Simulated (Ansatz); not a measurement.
Geometry optimisation, Ansatz 0.2.0, RKS PBE0-D4/def2-SVP.

Input file:

```yaml
crystal:
  periodic: [false, false, false]
  atoms:
    - { symbol: B, position_ang: [-0.361658, -0.204201, -0.891937] }
    - { symbol: O, position_ang: [0.874113, 0.24291, 1.361257] }
    - { symbol: H, position_ang: [0.661282, -0.605605, 1.769486] }
    - { symbol: H, position_ang: [1.474965, -0.016955, 0.627978] }
    - { symbol: F, position_ang: [-1.463802, 0.30245, -0.535184] }
basis:
  gaussian: { orbitals: def2-SVP }
hamiltonian:
  xc: pbe0
  dispersion: d4
relax:
  f_tol: 0.03
  max_steps: 50
```

Launched with:

```bash
$ ansatz run input.yaml --threads 1 --pin off --max-ram 2048MiB --backend cpu --events-out ev --progress --plain --runs-dir out
```

**Question.** Where does it end, and by what steps?

**Answer.** The run converged. After 6 steps the energy has fallen by 0.012 eV; H4 moved furthest, 0.11 Å.

```json
{"step": "0", "energy less start (eV)": "0.0000", "largest force component (eV/Å)": "0.633", "accepted": "yes"}
{"step": "1", "energy less start (eV)": "0.0248", "largest force component (eV/Å)": "1.025", "accepted": "no"}
{"step": "2", "energy less start (eV)": "-0.0049", "largest force component (eV/Å)": "0.504", "accepted": "yes"}
{"step": "3", "energy less start (eV)": "-0.0085", "largest force component (eV/Å)": "0.332", "accepted": "yes"}
{"step": "4", "energy less start (eV)": "-0.0052", "largest force component (eV/Å)": "0.494", "accepted": "no"}
{"step": "5", "energy less start (eV)": "-0.0109", "largest force component (eV/Å)": "0.159", "accepted": "yes"}
{"step": "6", "energy less start (eV)": "-0.0116", "largest force component (eV/Å)": "0.030", "accepted": "yes"}
```

```xyz
5
Properties=species:S:1:pos:R:3
B -0.416 -0.258 -0.892
O 0.844 0.226 1.328
H 0.683 -0.624 1.754
H 1.550 0.025 0.700
F -1.476 0.349 -0.559
```

Whether the end is a true minimum wasn't checked by a vibrational analysis.

The run took 6.4 s on 1 thread of Intel(R) Xeon(R) Platinum 8488C (Sapphire Rapids) (shared host), peak memory 0.14 GiB.
